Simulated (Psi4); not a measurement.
# SiS (SMILES [Si-]#[S+]) at 4 levels

Wanted: a comparison of 4 runs (HF/aug-cc-pVDZ, HF/def2-TZVP, CCSD/jun-cc-pV(D+d)Z) of SiS. 

Program for the calculation: Psi4 1.11.

3 further runs of the same task are left out: 2 that didn't finish, 1 set aside as unsound or not needed.

### 1 Starting point

SiS: 2 atoms, total charge 0, spin state singlet. SMILES: `[Si-]#[S+]`. Geometry: the measured bond length.

Bond lengths: Si1–S2 1.929 Å.

### 2 Energy and gradient at HF/aug-cc-pVDZ (run 1)

ssi.json

```json
{
 "schema_name": "qcschema_input",
 "schema_version": 1,
 "molecule": {
  "schema_name": "qcschema_molecule",
  "schema_version": 2,
  "symbols": ["Si", "S"],
  "geometry": [0.0, 0.0, 0.0, 0.0, 0.0, 3.6458883],
  "molecular_charge": 0,
  "molecular_multiplicity": 1,
  "fix_symmetry": "c1"
 },
 "driver": "gradient",
 "model": {
  "method": "scf",
  "basis": "aug-cc-pVDZ"
 },
 "keywords": {
  "puream": true,
  "e_convergence": 1e-09,
  "d_convergence": 1e-08,
  "scf_type": "pk",
  "scf_properties": ["LOWDIN_CHARGES", "MAYER_INDICES", "QUADRUPOLE"]
 }
}
```

Started as:

```
$ psi4 --qcschema ssi.json -n 1 --memory 1600MB
```

stdout:

```text
[...]
  Running in c1 symmetry.
[...]
  Nuclear repulsion =   61.439073709416711
[...]
  Multiplicity = 1
[...]
  Nalpha       = 15
  Nbeta        = 15
[...]
    Number of basis functions: 54
[...]
   @RHF iter   1:  -686.45493394953962   -5.65137e-01   3.78115e-03 ADIIS/DIIS
[...]
   @RHF iter  10:  -686.48458022471425   -6.82121e-13   2.67366e-09 DIIS
[...]
    Orbital Energies [Eh]
    ---------------------
    Doubly Occupied:
       1A    -91.943697     2A    -68.847406     3A     -8.948317
       4A     -6.629202     5A     -6.627411     6A     -6.627411
       7A     -6.191594     8A     -4.292429     9A     -4.292407
      10A     -4.292407    11A     -0.947637    12A     -0.576649
      13A     -0.391612    14A     -0.390636    15A     -0.390636
[...]
  @RHF Final Energy:  -686.48458022471425
   => Energetics <=
    Nuclear Repulsion Energy =             61.4390737094167108
    One-Electron Energy =               -1073.0684079618881697
    Two-Electron Energy =                 325.1447540277571875
    Total Energy =                       -686.4845802247143638
[...]
 Multipole Moments:
 ------------------------------------------------------------------------------------
     Multipole            Electronic (a.u.)      Nuclear  (a.u.)        Total (a.u.)
 ------------------------------------------------------------------------------------
 L = 1.  Multiply by 2.5417464519 to convert [e a0] to [Debye]
 Dipole X            :          0.0000000            0.0000000            0.0000000
 Dipole Y            :          0.0000000            0.0000000            0.0000000
 Dipole Z            :         -0.8915257            0.0013275           -0.8901982
 Magnitude           :                                                    0.8901982
 L = 2.  Multiply by 1.3450342976 to convert [e a0^2] to [Debye ang]
 Quadrupole XX       :        -19.2080818            0.0000000          -19.2080818
 Quadrupole XY       :          0.0000000            0.0000000            0.0000000
[...]
  -Total Gradient:
     Atom            X                  Y                   Z
    ------   -----------------  -----------------  -----------------
       1        0.000000000000     0.000000000000     0.002726854788
       2       -0.000000000000    -0.000000000000    -0.002726854793
[...]
```

The result, in JSON:

```text
{
 "driver": "gradient",
 "model": {
  "method": "scf",
  "basis": "aug-cc-pVDZ"
 },
 "success": true,
 "return_result": [2.0127986884131244e-16, 2.3384764231292526e-16, 0.0027268547876206917, -2.0127986884194195e-16, -2.338476423131903e-16, -0.002726854793139055],
 "properties": {
  "calcinfo_nbasis": 54,
  "calcinfo_nmo": 54,
  "calcinfo_nalpha": 15,
  "calcinfo_nbeta": 15,
  "calcinfo_natom": 2,
  "nuclear_repulsion_energy": 61.43907370941671,
  "return_energy": -686.4845802247143,
  "return_gradient": [2.0127986884131244e-16, 2.3384764231292526e-16, 0.0027268547876206917, -2.0127986884194195e-16, -2.338476423131903e-16, -0.002726854793139055],
  "scf_one_electron_energy": -1073.0684079618882,
  "scf_two_electron_energy": 325.1447540277572,
  "scf_dipole_moment": [2.3597641725116625e-16, 5.142159379098095e-15, -0.890198206596176],
  "scf_total_energy": -686.4845802247143,
  "scf_total_gradient": [2.0127986884131244e-16, 2.3384764231292526e-16, 0.0027268547876206917, -2.0127986884194195e-16, -2.338476423131903e-16, -0.002726854793139055],
  "scf_iterations": 10
 }
}
```

Run time: 5.4 s. Hardware: 1 thread of INTEL XEON PLATINUM 8581C at 2.30GHz (Emerald Rapids), shared host; peak memory 0.29 GiB.

### 3 Energy and one-electron properties at HF/def2-TZVP (density fitting, ddPCM carbon tetrachloride) (run 2)

ssi.in

```
memory 1.6 GB

molecule {
  0 1
  Si     0.000000     0.000000     0.000000
  S      0.000000     0.000000     1.929321
  symmetry c1
}

set {
  basis         def2-TZVP
  reference     rhf
  scf_type      mem_df
  ddx           true
  ddx_model     pcm
  ddx_solvent   carbontetrachloride
  ddx_radii_set uff
}

e, wfn = energy('scf', return_wfn=True)
oeprop(wfn, 'MULTIPOLE(3)', 'MBIS_CHARGES')
```

Started as:

```
$ psi4 -n 1 ssi.in ssi.out
```

ssi.out:

```text
[...]
  Running in c1 symmetry.
[...]
  Nuclear repulsion =   61.439073741528752
[...]
  Multiplicity = 1
[...]
  Nalpha       = 15
  Nbeta        = 15
[...]
    Number of basis functions: 74
[...]
   @DF-RHF iter   1:  -686.46866914813006   -5.94588e-01   3.93004e-03 ADIIS/DIIS
[...]
   @DF-RHF iter   8:  -686.49860185331522   -4.79224e-08   2.30402e-07 DIIS
[...]
    Orbital Energies [Eh]
    ---------------------
    Doubly Occupied:
       1A    -91.933208     2A    -68.834139     3A     -8.940092
       4A     -6.620610     5A     -6.619836     6A     -6.619836
       7A     -6.180620     8A     -4.281397     9A     -4.281230
      10A     -4.281230    11A     -0.940759    12A     -0.571448
      13A     -0.389323    14A     -0.389323    15A     -0.387517
[...]
  @DF-RHF Final Energy:  -686.49860185331522
   => Energetics <=
    Nuclear Repulsion Energy =             61.4390737415287518
    One-Electron Energy =               -1073.3381603976604310
    Two-Electron Energy =                 325.4032184338158231
    DD Solvation Energy =                 -0.0027336309994059
    Total Energy =                       -686.4986018533152219
[...]
 Multipole Moments:
 ------------------------------------------------------------------------------------
     Multipole            Electronic (a.u.)      Nuclear  (a.u.)        Total (a.u.)
 ------------------------------------------------------------------------------------
 L = 1.  Multiply by 2.5417464519 to convert [e a0] to [Debye]
 Dipole X            :         -0.0000000            0.0000000           -0.0000000
 Dipole Y            :         -0.0000000            0.0000000           -0.0000000
 Dipole Z            :         -1.0930557            0.0013275           -1.0917282
 Magnitude           :                                                    1.0917282
 L = 2.  Multiply by 1.3450342976 to convert [e a0^2] to [Debye ang]
 Quadrupole XX       :        -18.9366451            0.0000000          -18.9366451
 Quadrupole XY       :          0.0000000            0.0000000            0.0000000
[...]
```

Run time: 2.4 s. Hardware: 1 thread of INTEL XEON PLATINUM 8581C at 2.30GHz (Emerald Rapids), shared host; peak memory 0.21 GiB.

Atomic charges (e):

```tsv
atom	MBIS
Si1	+0.548
S2	-0.548
```

Run 3 isn't shown in full; the table further down has it.

### 4 A single-point energy at CCSD/jun-cc-pV(D+d)Z (DKH2) (run 4)

job.inp

```
memory 1.6 GB

molecule m {
  0 1
  Si     0.00000000     0.00000000     0.00000000
  S      0.00000000     0.00000000     3.64588830
  units au
}

set basis jun-cc-pV(D+d)Z
set scf_type pk
set relativistic dkh
set dkh_order 2

E, wfn = energy('ccsd', return_wfn=True)
```

Started as:

```
$ psi4 job.inp job.out -n 1
```

job.out:

```text
[...]
  Running in c2v symmetry.
[...]
  Nuclear repulsion =   61.439073709416711
[...]
  Multiplicity = 1
[...]
  Nalpha       = 15
  Nbeta        = 15
[...]
    Number of basis functions: 54
[...]
   @RHF iter   1:  -687.91480702214574   -5.77900e-01   6.75621e-03 DIIS/ADIIS
[...]
   @RHF iter  10:  -687.94562842623145   -2.16005e-12   6.32614e-09 DIIS
[...]
    Orbital Energies [Eh]
    ---------------------
    Doubly Occupied:
       1A1   -92.245284     2A1   -69.025576     3A1    -8.999118
       4A1    -6.639941     1B1    -6.638374     1B2    -6.638374
       5A1    -6.217115     2B2    -4.295846     2B1    -4.295846
       6A1    -4.295624     7A1    -0.949573     8A1    -0.578195
       9A1    -0.392250     3B2    -0.389911     3B1    -0.389911
[...]
  @RHF Final Energy:  -687.94562842623145
   => Energetics <=
    Nuclear Repulsion Energy =             61.4390737094167108
    One-Electron Energy =               -1074.7875303599362269
    Two-Electron Energy =                 325.4028282242879868
    Total Energy =                       -687.9456284262315648
[...]
 Multipole Moments:
 ------------------------------------------------------------------------------------
     Multipole            Electronic (a.u.)      Nuclear  (a.u.)        Total (a.u.)
 ------------------------------------------------------------------------------------
 L = 1.  Multiply by 2.5417464519 to convert [e a0] to [Debye]
 Dipole X            :          0.0000000            0.0000000            0.0000000
 Dipole Y            :          0.0000000            0.0000000            0.0000000
 Dipole Z            :         -0.9353770            0.0013275           -0.9340495
 Magnitude           :                                                    0.9340495
[...]
      * MP2 total energy                      = -688.249196370775735
[...]
      * CCSD total energy                     = -688.268648941579841
[...]
```

Wall time 4.8 s (1 thread of INTEL XEON PLATINUM 8581C at 2.30GHz (Emerald Rapids), shared host); peak memory 0.34 GiB.

### 5 The series

```tsv
run	level	task	integrals	energy (Eh)	HOMO energy (eV)	LUMO energy (eV)	HOMO–LUMO gap (eV)	wall time
1	HF/aug-cc-pVDZ	gradient	pk	-686.484580	-10.63	0.41	11.04	5.4 s
2	HF/def2-TZVP (density fitting, ddPCM carbon tetrachloride)	properties	mem_df	-686.498602	-10.54	0.83	11.37	2.4 s
3	CCSD/jun-cc-pV(D+d)Z	energy	pk	-686.812199	-10.63	0.38	11.01	4.8 s
4	CCSD/jun-cc-pV(D+d)Z (DKH2)	energy	pk	-688.268649	-10.61	0.39	11.00	4.8 s
```

### 6 Summary of results

```
                                    quantity          value
                         run 4: total energy  -688.26865 Eh
  run 4: HOMO energy (Hartree–Fock orbitals)      -10.61 eV
  run 4: LUMO energy (Hartree–Fock orbitals)        0.39 eV
run 4: HOMO–LUMO gap (Hartree–Fock orbitals)       11.00 eV
                   run 4: correlation energy     -323.0 mEh
                        run 4: T1 diagnostic          0.015
```

What this shows: Some runs of one species differ in core potentials or relativity; totals across that change don't compare. All runs together took 17 s, the longest 5.4 s.
